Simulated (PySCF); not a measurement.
Breaking a bond: BeH, doublet.

Levels of theory: ROKS-PBE0 = PySCF 2.14.0 with restricted open-shell PBE0/cc-pVDZ; UMP2 = MP2 on UHF/cc-pVDZ in PySCF; UCCSD(T) = CCSD(T) on UHF/cc-pVDZ (PySCF).

Energies relative to the lowest point of each curve near equilibrium, in kJ/mol:

```
R / Å  ROKS-PBE0   UMP2
-----  ---------  -----
1.02       131.3  129.9
1.07        87.6   86.0
1.14        45.0   43.3
1.22        16.1   14.8
1.27         6.2    5.3
1.38         0.2    0.5
1.59        25.7   29.3
2.01       125.8  138.7
2.72       220.8  219.3
2.99       224.6  221.8
3.31       225.8  221.2
4.69       226.7  218.4
```

Estimate the UCCSD(T) values at these points.

1.02: 130.8; 1.07: 87.0; 1.14: 44.3; 1.22: 15.6; 1.27: 5.9; 1.38: 0.3; 1.59: 26.0; 2.01: 118.1; 2.72: 188.7; 2.99: 191.0; 3.31: 190.9; 4.69: 190.1 (kJ/mol).

The unrestricted determinant behind UMP2, UCCSD(T) is spin-contaminated at 2.01 to 5.42 Å (<S²> up to 1.0, against 0.75 for a pure doublet).
